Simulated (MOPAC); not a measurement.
**PM6 run of doublet C4H7N+**

Wanted: a structure relaxation of doublet C4H7N+. 

The calculation is run with MOPAC 23.2.5.

4 further runs of the same task are left out: 4 set aside as unsound or not needed.

### Step 1. The system as given

C4H7N+ has 12 atoms, charge +1, and is taken as a doublet. SMILES of the parent species: `CCCC#N`. Geometry: optimised at PM6. This is one conformer, not always the lowest. The run starts from this shape.

Bond lengths: C1–C2 1.524 Å, C2–C3 1.539 Å, C3–C4 1.453 Å, C4–N5 1.156 Å, C1–H6 1.097 Å, C1–H7 1.096 Å, C1–H8 1.096 Å, C2–H9 1.109 Å, C2–H10 1.109 Å, C3–H11 1.115 Å, C3–H12 1.115 Å. Some angles: C1–C2–C3 111.3°, C2–C3–C4 111.3°, C3–C4–N5 179.9°, C1–C2–H9 110.0°, C1–C2–H10 110.0°, C3–C2–H9 109.8°, C3–C2–H10 109.8°, C2–C1–H6 111.0°, C2–C1–H7 111.9°, C2–C1–H8 112.0°.

### Step 2. A structure relaxation at PM6

Input file run.mop:

```
PM6 DOUBLET UHF GNORM=0.05 CYCLES=300 CHARGE=1 DISP AUX(PRECISION=6) T=10M THREADS=1
C4H7N

C     -1.402838 1    -0.765164 1     0.173607 1
C      0.033720 1    -0.531048 1    -0.278523 1
C      0.551213 1     0.839301 1     0.193878 1
C      1.918031 1     1.067103 1    -0.242181 1
N      3.005255 1     1.249457 1    -0.589257 1
H     -1.765399 1    -1.745014 1    -0.162386 1
H     -2.088093 1    -0.011225 1    -0.231732 1
H     -1.497589 1    -0.743167 1     1.265781 1
H      0.690766 1    -1.334991 1     0.111487 1
H      0.099726 1    -0.596398 1    -1.383748 1
H     -0.107865 1     1.652310 1    -0.191602 1
H      0.493175 1     0.909527 1     1.305437 1
```

On the command line:

```bash
$ mopac run.mop
```

What values should one expect? Wanted: total energy at the end; HOMO energy; LUMO energy; heat of formation; ⟨S²⟩.

Answer, from the run:

At PM6:

```
                  quantity           value
   total energy at the end    -27.71182 Eh
HOMO energy (over α and β)       -16.11 eV
LUMO energy (over α and β)        -7.05 eV
         heat of formation  248.3 kcal/mol
                      ⟨S²⟩           0.753
```

In words: At the final geometry: Bond lengths: C1–C2 1.439 Å, C2–C3 1.462 Å, C3–C4 1.452 Å, C4–N5 1.153 Å, C1–H6 1.107 Å, C1–H7 1.122 Å, C1–H8 1.121 Å, C3–H11 1.139 Å, C3–H12 1.140 Å. Some angles: C1–C2–C3 129.1°, C2–C3–C4 114.7°, C3–C4–N5 178.7°, C2–C1–H6 117.2°, C2–C1–H7 112.6°, C2–C1–H8 112.5°, C2–C3–H11 110.4°, C2–C3–H12 110.4°, C4–C3–H11 109.5°, C4–C3–H12 109.4°. A long bond or contact: H9–H10 0.918 Å. The optimisation stopped short of its gradient threshold. The optimisation took 75 steps and changed the energy by -1.334 eV.
